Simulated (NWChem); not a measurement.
LiF; SMILES [Li][F]

All runs: NWChem. Pople sets run with spherical d functions. Each level has its own optimisation; frequencies are unscaled.

```tsv
level	r F–Li (Å)	highest harmonic frequency (cm⁻¹)	zero-point energy (kcal/mol)	dipole (D)
B3LYP/6-31G*	1.552	1026	1.5	5.58
Hartree-Fock/STO-3G	1.407	1299	1.9	3.12
BP86/def2-TZVP	1.577	884	1.3	6.11
Hartree-Fock/6-31G*	1.557	?	1.5	6.18
PBE0-D3(BJ)/def2-TZVP	1.559	922	1.3	6.18
```

Question: Fill in the missing entries.

Answer: 
- Hartree-Fock/6-31G*, highest harmonic frequency (cm⁻¹): 1044
